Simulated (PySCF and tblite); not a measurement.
The numbers below are computed, except where a source is named.
CH3CH2CF(CH3)2, C₅H₁₁F, numbered as in [CH3:1][CH2:2][C:3]([CH3:4])([CH3:5])[F:6].

Level: PBE0-D3(BJ)/def2-SVP (IEF-PCM, acetonitrile)//GFN2-xTB, thermal terms from GFN2-xTB, symmetry numbers and mirror pairs counted. Conformers within 3 kcal/mol (GFN2-xTB free energy) were kept, 10 at most. GIAO shieldings: B97-2/pcSseg-1 (IEF-PCM, acetonitrile). Shifts are against TMS (¹H), TMS (¹³C) at the same level. Programs: PySCF with density fitting and tblite.

**Question.** What shifts does this protocol give at 298.15 K under fast conformational exchange?

**Answer.** ¹H: 1.68 (H2, 2H), 1.41 (H4/H5, 6H), 1.06 (H1, 3H) ppm. ¹³C: 98.4 (C3), 38.6 (C2), 28.2 (C4/C5), 11.5 (C1) ppm.

**Question.** How do the conformers differ?

**Answer.** Torsions listed: C1–C2–C3–F6. Of a mirror pair one member is shown.
| conformer | shape | weight % |
| --- | --- | --- |
| 1 | -62° | 67.9 |
| 2 | 180° | 32.1 |

```tsv
signal	1	2	average
H1	1.10	0.97	1.06
H2	1.63	1.77	1.68
H4/H5	1.40	1.41	1.41
C1	10.9	12.8	11.5
C2	38.1	39.8	38.6
C3	97.6	99.9	98.4
C4/C5	28.6	27.3	28.2
```

Shifts are unscaled: against experiment ¹³C can be off by 15 ppm or more and ¹H by 0.8 ppm.
